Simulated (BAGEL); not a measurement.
# C3H3F (SMILES C=C[C]F) at ROHF/aug-cc-pVDZ (density fitting with qzvpp-jkfit)

Aim: the vertical ionisation energy of C3H3F at ROHF/aug-cc-pVDZ (density fitting with qzvpp-jkfit), from 2 runs. 

The results are computed with BAGEL 1.2.2.

## Step 1: The molecule

The species is C3H3F (7 atoms), meant as a triplet with charge 0. SMILES: `C=C[C]F`. The coordinates come from a GFN2-xTB relaxation.

Bond lengths: C1–C2 1.381 Å, C2–C3 1.354 Å, C3–F4 1.321 Å, C1–H5 1.074 Å, C1–H6 1.074 Å, C2–H7 1.081 Å. Angles: C1–C2–C3 125.0°, C2–C3–F4 129.5°, C1–C2–H7 119.1°, C3–C2–H7 115.9°, C2–C1–H5 121.2°, C2–C1–H6 120.2°, H5–C1–H6 118.6°.

## Step 2: The energy at ROHF/aug-cc-pVDZ (density fitting with qzvpp-jkfit)

hf.json reads:

```json
{ "bagel" : [

{
  "title" : "molecule",
  "basis" : "aug-cc-pvdz.json",
  "df_basis" : "qzvpp-jkfit",
  "angstrom" : true,
  "geometry" : [
    { "atom" : "C", "xyz" : [      -0.055490,       0.877360,      -0.361910 ] },
    { "atom" : "C", "xyz" : [       0.214470,      -0.103660,       0.571450 ] },
    { "atom" : "C", "xyz" : [       0.010420,      -1.429420,       0.386220 ] },
    { "atom" : "F", "xyz" : [      -0.467430,      -2.066430,      -0.667960 ] },
    { "atom" : "H", "xyz" : [      -0.459790,       0.631190,      -1.326290 ] },
    { "atom" : "H", "xyz" : [       0.137690,       1.908930,      -0.133130 ] },
    { "atom" : "H", "xyz" : [       0.620120,       0.182030,       1.531620 ] }
  ]
},

{
  "title" : "rohf",
  "nopen" : 2
},

{
  "title" : "print",
  "file" : "orbitals.molden",
  "orbitals" : true
}

]}
```

The basis set aug-cc-pVDZ is read from a file made from the Basis Set Exchange's data (not shown).

Command:

```
BAGEL_NUM_THREADS=1 BAGEL hf.json > hf.out
```

Standard output:

```text
* using 1 threads per process

  ===============================================================
  ===============================================================

  *** Geometry ***

  { "atom" : "C", "xyz" : [     -0.104861,      1.657970,     -0.683911 ] },
  { "atom" : "C", "xyz" : [      0.405290,     -0.195889,      1.079884 ] },
  { "atom" : "C", "xyz" : [      0.019691,     -2.701212,      0.729850 ] },
  { "atom" : "F", "xyz" : [     -0.883315,     -3.904987,     -1.262261 ] },
  { "atom" : "H", "xyz" : [     -0.868877,      1.192776,     -2.506325 ] },
  { "atom" : "H", "xyz" : [      0.260196,      3.607355,     -0.251579 ] },
  { "atom" : "H", "xyz" : [      1.171857,      0.343987,      2.894342 ] },

  Number of auxiliary basis functions:      356

  Since a DF basis is specified, we compute 2- and 3-index integrals:
    o Being stored without compression. Storage requirement is 0.040 GB

  Number of basis functions:      119
  Number of electrons      :       30

    * METHOD: MOLECULE                             0.82

  *** Open-shell HF ***

  === Nuclear Repulsion ===
   100.6677660901

      * DIIS with orbital gradients will be used.

  === ROHF iteration (aug-cc-pvdz.json) ===
      0       -214.40810186          0.03286890           0.26
      1       -214.57607254          0.02446734           0.29
      2       -214.63042035          0.01507914           0.26
      3       -214.67273698          0.00231130           0.31
      4       -214.67408897          0.00083875           0.25
      5       -214.67461629          0.00049538           0.40
      6       -214.67487214          0.00038506           0.42
      7       -214.67505120          0.00038489           0.35
      8       -214.67517010          0.00037657           0.25
      9       -214.67531122          0.00038010           0.25
     10       -214.67445281          0.00040279           0.46
     11       -214.67486192          0.00035547           0.24
     12       -214.67530027          0.00037478           0.30
     13       -214.67529954          0.00035107           0.39
     14       -214.67556229          0.00034456           0.36
     15       -214.67579470          0.00030442           0.29
     16       -214.67381046          0.00029481           0.32
     17       -214.67765133          0.00040048           0.33
     18       -214.67544602          0.00019396           0.31
     19       -214.67625662          0.00013088           0.28
     20       -214.67772081          0.00004117           0.30
     21       -214.67715513          0.00001875           0.34
     22       -214.67727579          0.00000748           0.30
     23       -214.67724355          0.00000333           0.42
     24       -214.67722580          0.00000059           0.41
     25       -214.67723427          0.00000049           0.32
     26       -214.67723552          0.00000025           0.25
     27       -214.67723535          0.00000012           0.30
     28       -214.67723534          0.00000003           0.26
     29       -214.67723508          0.00000002           0.23
     30       -214.67723507          0.00000001           0.31
    * SCF iteration converged.

    * S^2 (ROHF) is 2.0000

    * Permanent dipole moment:
           (   -0.161110,    -0.445219,    -0.297267) a.u.

    * METHOD: ROHF                                10.35

    * METHOD: PRINT                                0.06

  ===============================================================
```

Run time: 12 s. Hardware: 1 thread of Intel Xeon at 2.50GHz (Skylake/Cascade Lake), shared host.

## Step 3: The doublet cation at the same level

job.json reads:

```json
{ "bagel" : [

{
  "title" : "molecule",
  "basis" : "aug-cc-pvdz.json",
  "df_basis" : "qzvpp-jkfit",
  "angstrom" : true,
  "geometry" : [
    { "atom" : "C", "xyz" : [      -0.055490,       0.877360,      -0.361910 ] },
    { "atom" : "C", "xyz" : [       0.214470,      -0.103660,       0.571450 ] },
    { "atom" : "C", "xyz" : [       0.010420,      -1.429420,       0.386220 ] },
    { "atom" : "F", "xyz" : [      -0.467430,      -2.066430,      -0.667960 ] },
    { "atom" : "H", "xyz" : [      -0.459790,       0.631190,      -1.326290 ] },
    { "atom" : "H", "xyz" : [       0.137690,       1.908930,      -0.133130 ] },
    { "atom" : "H", "xyz" : [       0.620120,       0.182030,       1.531620 ] }
  ]
},

{ "title" : "rohf", "charge" : 1, "nopen" : 1 },

{ "title" : "print", "file" : "orbitals.molden", "orbitals" : true }

]}
```

The basis set aug-cc-pVDZ is read from a file made from the Basis Set Exchange's data (not shown).

Command:

```
BAGEL_NUM_THREADS=1 BAGEL job.json > job.out
```

Standard output:

```text
* using 1 threads per process

  ===============================================================
  ===============================================================

  *** Geometry ***

  { "atom" : "C", "xyz" : [     -0.104861,      1.657970,     -0.683911 ] },
  { "atom" : "C", "xyz" : [      0.405290,     -0.195889,      1.079884 ] },
  { "atom" : "C", "xyz" : [      0.019691,     -2.701212,      0.729850 ] },
  { "atom" : "F", "xyz" : [     -0.883315,     -3.904987,     -1.262261 ] },
  { "atom" : "H", "xyz" : [     -0.868877,      1.192776,     -2.506325 ] },
  { "atom" : "H", "xyz" : [      0.260196,      3.607355,     -0.251579 ] },
  { "atom" : "H", "xyz" : [      1.171857,      0.343987,      2.894342 ] },

  Number of auxiliary basis functions:      356

  Since a DF basis is specified, we compute 2- and 3-index integrals:
    o Being stored without compression. Storage requirement is 0.040 GB

  Number of basis functions:      119
  Number of electrons      :       30

    * METHOD: MOLECULE                             0.55

  *** Open-shell HF ***

  === Nuclear Repulsion ===
   100.6677660901

      * DIIS with orbital gradients will be used.

  === ROHF iteration (aug-cc-pvdz.json) ===
      0       -214.18024035          0.02927702           0.22
      1       -214.31275610          0.02234795           0.27
      2       -214.35809475          0.01490855           0.22
      3       -214.39873428          0.00189585           0.23
      4       -214.40021541          0.00082893           0.24
      5       -214.40063071          0.00031724           0.26
      6       -214.40072577          0.00008224           0.25
      7       -214.40076203          0.00003266           0.25
      8       -214.40076533          0.00001409           0.23
      9       -214.40076628          0.00000467           0.25
     10       -214.40076559          0.00000233           0.22
     11       -214.40076561          0.00000080           0.21
     12       -214.40076547          0.00000028           0.23
     13       -214.40076542          0.00000014           0.21
     14       -214.40076542          0.00000009           0.25
     15       -214.40076542          0.00000006           0.24
     16       -214.40076542          0.00000004           0.24
     17       -214.40076542          0.00000002           0.20
     18       -214.40076542          0.00000001           0.23
    * SCF iteration converged.

    * S^2 (ROHF) is 0.7500

    * Permanent dipole moment:
           (   -0.253233,    -1.349865,    -0.303967) a.u.

    * METHOD: ROHF                                 4.88

    * METHOD: PRINT                                0.04

  ===============================================================
```

It took 6.3 s on 1 thread of Intel Xeon at 2.50GHz (Skylake/Cascade Lake), shared host.

## Step 4: Summary of results

Level: ROHF/aug-cc-pVDZ (density fitting with qzvpp-jkfit).

| quantity | value |
| --- | --- |
| triplet C3H3F: total energy | -214.67724 Eh |
| triplet C3H3F: dipole moment | 1.42 D |
| triplet C3H3F: ⟨S²⟩ | 2.000 |
| doublet cation: total energy | -214.40077 Eh |
| doublet cation: ⟨S²⟩ | 0.750 |
| vertical ionisation energy (to the doublet cation) | 7.523 eV |

**Reading.** The vertical ionisation energy comes to 7.52 eV (173 kcal/mol).
